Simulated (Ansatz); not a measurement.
Cost and result for the atomization energy of B$_{2}$H$_{4}$S, SMILES `BSB` (7 atoms, 6 bonds).

Z-matrix (Å, degrees):
```
B
S 1 1.796
H 1 1.192 2 117.1
H 1 1.190 2 120.1 3 180.0
B 2 1.796 1 103.4 3 179.9
H 5 1.190 2 120.1 1 -0.1
H 5 1.192 2 117.1 1 179.9
```

Charge 0, multiplicity 1. Geometry: relaxed with PBE0-D4/def2-TZVP. Program: Ansatz. All runs use 2 threads of an Arm Neoverse V1 on a shared host. Times are those of one run each, without the atoms' runs, and a repeat can differ threefold. Electronic energies, without spin–orbit coupling; frozen cores. CCSD(T)/CBS adds CCSD(T) − MP2 in def2-TZVPP to the MP2 limit, and its time is that of the two runs behind it. T1 = 0.014. HSE06 is the plane-wave form, built on full-range PBE exchange.

CCSD(T)/CBS is a level of theory with its own doubt, some kJ/mol a heavy atom from the limit and from the frozen cores, so smaller differences don't rank the functionals.

```json
{"level": "CCSD(T)/def2-SVP", "functions": "66", "wall time": "0.75 s", "atomization (kJ/mol)": "2242.2", "difference from CCSD(T)/CBS": "-97.7", "per bond": "-16.3"}
{"level": "LDA (SPW92)/def2-TZVPP", "functions": "160", "wall time": "0.85 s", "atomization (kJ/mol)": "2634.6", "difference from CCSD(T)/CBS": "294.7", "per bond": "49.1"}
{"level": "revPBE-D4/def2-TZVPP", "functions": "160", "wall time": "1.4 s", "atomization (kJ/mol)": "2339.2", "difference from CCSD(T)/CBS": "-0.7", "per bond": "-0.1"}
{"level": "BLYP-D4/def2-TZVPP", "functions": "160", "wall time": "1.4 s", "atomization (kJ/mol)": "2348.8", "difference from CCSD(T)/CBS": "8.9", "per bond": "1.5"}
{"level": "PBE0-D4/def2-TZVPP", "functions": "160", "wall time": "1.7 s", "atomization (kJ/mol)": "2367.4", "difference from CCSD(T)/CBS": "27.5", "per bond": "4.6"}
{"level": "BHLYP-D4/def2-TZVPP", "functions": "160", "wall time": "1.8 s", "atomization (kJ/mol)": "2334.4", "difference from CCSD(T)/CBS": "-5.5", "per bond": "-0.9"}
{"level": "HSE06-D4/def2-TZVPP", "functions": "160", "wall time": "1.9 s", "atomization (kJ/mol)": "2368.8", "difference from CCSD(T)/CBS": "28.9", "per bond": "4.8"}
{"level": "B2PLYP/def2-TZVPP", "functions": "160", "wall time": "2.7 s", "atomization (kJ/mol)": "2342.2", "difference from CCSD(T)/CBS": "2.3", "per bond": "0.4"}
{"level": "PBE-QIDH/def2-TZVPP", "functions": "160", "wall time": "2.7 s", "atomization (kJ/mol)": "2355.9", "difference from CCSD(T)/CBS": "16.0", "per bond": "2.7"}
{"level": "ωB97M-V/def2-TZVPP (with forces)", "functions": "160", "wall time": "7 s", "atomization (kJ/mol)": "2374.6", "difference from CCSD(T)/CBS": "34.7", "per bond": "5.8"}
{"level": "MP2/def2-QZVPP", "functions": "304", "wall time": "8.5 s", "atomization (kJ/mol)": "2351.0", "difference from CCSD(T)/CBS": "11.1", "per bond": "1.8"}
{"level": "CCSD(T)/def2-TZVPP", "functions": "160", "wall time": "13 s", "atomization (kJ/mol)": "2291.9", "difference from CCSD(T)/CBS": "-48.0", "per bond": "-8.0"}
{"level": "CCSD(T)/CBS(def2)", "functions": "–", "wall time": "21 s", "atomization (kJ/mol)": "2339.9", "difference from CCSD(T)/CBS": "0.0", "per bond": "0.0"}
```

From r2SCAN to r2SCAN0 (25 % exact exchange), in def2-TZVPP and without D4, the atomization energy moves by −21.3 kJ/mol: exact exchange takes away binding that semilocal exchange gives to molecules. At CCSD(T), def2-SVP lies −97.7 kJ/mol from the extrapolated value and def2-TZVPP −48.0 kJ/mol: correlation converges slowly with the basis, and small sets miss more of it in the bonded molecule than in its fragments. In def2-TZVPP, CCSD(T) changes the Hartree–Fock value by +431.4 kJ/mol (the triples alone add +27.7 kJ/mol) and MP2 by +462.5 kJ/mol; breaking electron pairs costs correlation energy, which Hartree–Fock lacks.
